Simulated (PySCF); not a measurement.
NMR problem set

One averaged value for each set of equivalent atoms, no solvent, non-relativistic Hamiltonian, one computed conformer. J: B3LYP/pcJ-1 (spin–dipole term left out of most H,H and C,H couplings); GIAO PBE0/pcSseg-1 shieldings; structure optimised with PBE0-D3(BJ)/def2-SVP; PySCF.

References, each an isolated molecule treated in the same way: TMS for ¹H, ¹³C. Multiplet labels drop J under 1 Hz and among equivalent protons, and merge close values. Unscaled 3J(H,H) run several per cent high. Shifts are as computed. Against solution values, carbons near 30 ppm lie about +2 ppm off and those near 130 ppm about +5 ppm. Of 1211 compounds with measured shifts, 218 miss one by over three times the rms of a fit or turn the order of signals round; such compounds aren't used in these exercises.

Problem. C$_{5}$H$_{10}$. ¹H NMR (300 MHz, computed): δ 5.06 (d of sext, J = 2.8, 1.4 Hz, 1H), 4.99 (dq, J = 2.8, 2.0 Hz, 1H), 1.97 (qd, J = 8.6, 1.3 Hz, 2H), 1.76 (t, J = 1.7 Hz, 3H), 1.02 (t, J = 8.6 Hz, 3H). ¹³C{¹H} NMR (computed): δ 156.4, 118.4, 35.6, 22.8, 15.7. Give a structure.

Solution. 2-methyl-1-butene. Rings plus π bonds: 1 (no ring in the answer). 5 carbon signals for 5 carbons: no two carbons are equivalent. Carbon types of the structure: 1 × C, 2 × CH2, 2 × CH3, which accounts for all hydrogens. δC 156.4: fully substituted alkene carbon; the olefinic region. δC 118.4: terminal =CH2 carbon; the olefinic region. δC 35.6: allylic sp3 CH2; a saturated carbon with 2 carbon neighbours and no heteroatom attached. δH 1.76: hydrogen on an allylic methyl carbon; allylic position. The protons at 1.97 and 1.02 share a coupling of 8.6 Hz (vicinal).

This is the structure that produced the data.

Problem. C$_{5}$H$_{10}$. ¹H NMR (300 MHz, computed): δ 1.04 (s, 6H), 0.23 (s, 4H). ¹³C{¹H} NMR (computed): δ 27.2 (CH3), 15.8 (CH2), 11.1 (C). Give a structure.

Solution. SMILES C1(C)(C)CC1. Rings plus π bonds: 1 (1 ring in the answer). 3 carbon signals for 5 carbons: some carbons are equivalent by symmetry or fast rotation. Carbon types of the structure: 1 × C, 2 × CH2, 2 × CH3, which accounts for all hydrogens. δC 27.2: methyl carbon; saturated and bonded to C and H only. δC 15.8, 11.1: three-membered-ring carbon; carbons of three-membered rings are unusually shielded. δH 1.04: hydrogen on a methyl carbon; far from electronegative atoms and π systems. δH 0.23: hydrogen on a three-membered-ring carbon; cyclopropane-type protons are shielded by the ring.

The data come from this structure; uniqueness wasn't tested.
